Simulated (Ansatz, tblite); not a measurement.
Forces on the cluster S₄ at its PBE0-D4/def2-TZVP geometry. The state is a singlet with charge 0.

The xTB rows come from tblite. HSE06 is defined as in plane-wave codes, on full-range PBE exchange. The restricted singlet is unstable towards broken spin symmetry at other levels; at HSE06-D4/def2-TZVP this wasn't settled. The geometry of the singlet was relaxed on an unsound state (restricted singlet, unstable towards broken spin symmetry). The structure comes from a short search, and lower isomers may exist.

GFN1-xTB (tblite), largest force 0.90 eV/Å:

```xyz
4
positions Å, forces eV/Å
S    -0.860    0.777    1.404   -0.324    0.747    0.100
S     0.667   -0.804   -0.900    0.117   -0.776    0.444
S    -0.071   -0.908    1.035    0.409   -0.734   -0.325
S     0.264    0.935   -1.539   -0.202    0.763   -0.219
```

GFN2-xTB (tblite), largest force 0.91 eV/Å:

```
S -0.304 0.599 0.189
S 0.440 -0.580 -0.545
S -0.014 -0.643 0.641
S -0.123 0.624 -0.285
```

HSE06-D4/def2-TZVP (Ansatz), largest force 0.06 eV/Å:

```
S -0.013 0.015 0.019
S 0.028 -0.013 -0.057
S -0.017 -0.019 0.058
S 0.002 0.017 -0.021
```
